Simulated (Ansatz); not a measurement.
**Al₂H₂ (singlet): from Hartree-Fock to the top rungs at scale of all distances = 2.005, 6-31G**

How much of the correlation energy of Al₂H₂ (singlet) does each wave-function method recover here?

Program: Ansatz 0.2.0, Gaussian basis. Level of theory: 6-31G, core rule «outside noble gas», up to 10 orbitals frozen. These are calculated values, not measurements.

To be run: UHF; CCSD(T) on RHF; CCSD(T) on UHF; BCCD(T) on RHF; CISD; CCSDT(Q) on RHF; CCSDT(Q) on UHF; CISDTQ; CCSDTQ on RHF; CASSCF and MRCISD+Q, 2 electrons in 2 orbitals; CASSCF and NEVPT2, 2 electrons in 2 orbitals; CASSCF and MRCISD+Q, 8 electrons in 10 orbitals; CASSCF and NEVPT2, 8 electrons in 10 orbitals; Full CI.

8 further runs of the same task are left out: 6 that didn't finish, 2 set aside as unsound or not needed.

## (1) The geometry

The geometry derives from a PBE0/def2-TZVP stationary point (not a proven minimum). All distances are scaled together.

4 atoms, charge 0, spin multiplicity 1.

Atoms are counted from 1 here; the program's logs count them from 0.

No contacts short enough for the rule that draws bonds.

## (2) UHF

File in.yaml:

```yaml
crystal:
  periodic: [false, false, false]
  atoms:
    - {symbol: Al, position_ang: [0.000000, -0.307776, 2.623320]}
    - {symbol: Al, position_ang: [0.000000, 0.307776, -2.623320]}
    - {symbol: H, position_ang: [0.000000, 2.293515, 4.576445]}
    - {symbol: H, position_ang: [0.000000, -2.293515, -4.576445]}
basis:
  gaussian: {orbitals: 6-31G}
magnetization: {spin_polarized: true, initial_magnetization: 0}
hamiltonian: {xc: hf}
output: {orbitals: {seedname: orbitals}}
```

Launch:

```console
$ ansatz run in.yaml --threads 1 --pin off --events-out ev --progress --plain --max-ram 2393MiB
```

After this run come: CCSD(T) on RHF; CCSD(T) on UHF; BCCD(T) on RHF; CISD; CCSDT(Q) on RHF; CCSDT(Q) on UHF; CISDTQ; CCSDTQ on RHF; CASSCF and MRCISD+Q, 2 electrons in 2 orbitals; CASSCF and NEVPT2, 2 electrons in 2 orbitals; CASSCF and MRCISD+Q, 8 electrons in 10 orbitals; CASSCF and NEVPT2, 8 electrons in 10 orbitals; Full CI.

**Question.** What will the summary of the whole plan be? Wanted: FCI below the RHF energy; RMP2 from FCI; UMP2 from FCI; RCCSD from FCI; RCCSD(T) from FCI; UCCSD(T) from FCI; RCCSDT(Q) from FCI; NEVPT2 pair from FCI; MRCISD+Q pair from FCI.

The runs gave:

```
                         quantity                                                                            value
         FCI below the RHF energy                                                                       -4.5771 eV
                    RMP2 from FCI                                                                  +49.13 kcal/mol
                    UMP2 from FCI                                                                  +40.47 kcal/mol
                   RCCSD from FCI                                                                   +1.86 kcal/mol
                RCCSD(T) from FCI                                                                   +0.25 kcal/mol
                UCCSD(T) from FCI                                                                  +24.42 kcal/mol
               RCCSDT(Q) from FCI                                                                   +0.02 kcal/mol
             NEVPT2 pair from FCI                                                                  +32.82 kcal/mol
           MRCISD+Q pair from FCI                                                                   -4.69 kcal/mol
          NEVPT2 valence from FCI                                                                   +3.42 kcal/mol
levels within 1 kcal/mol (43 meV)  RCCSD(T), BCCD(T), RCCSDT, RCCSDT(Q), RCCSDTQ, MRCISD valence, MRCISD+Q valence
                    T1 diagnostic                                                                            0.082
   effectively unpaired electrons                                                                             1.34
```

RCCSD(T) lands +0.25 kcal/mol from the yardstick (0.2 % of the correlation energy). CCSD(T) misses by +0.25 kcal/mol on the restricted determinant and by +24.42 kcal/mol on the unrestricted one; the two need not hold the same state or core. MRCISD+Q pair falls below full CI: the +Q correction isn't variational, and the cores differ from full CI's. With 1.3 effectively unpaired electrons against 0 the state is strongly multireference. Coupled cluster on one determinant still stays close here. Of the multireference levels listed MRCISD+Q valence comes nearest in total energy (+0.15 kcal/mol), which doesn't show that its space is the better one. Coupled cluster took another determinant than the lowest Hartree-Fock one. These misses are within one basis, not against nature.
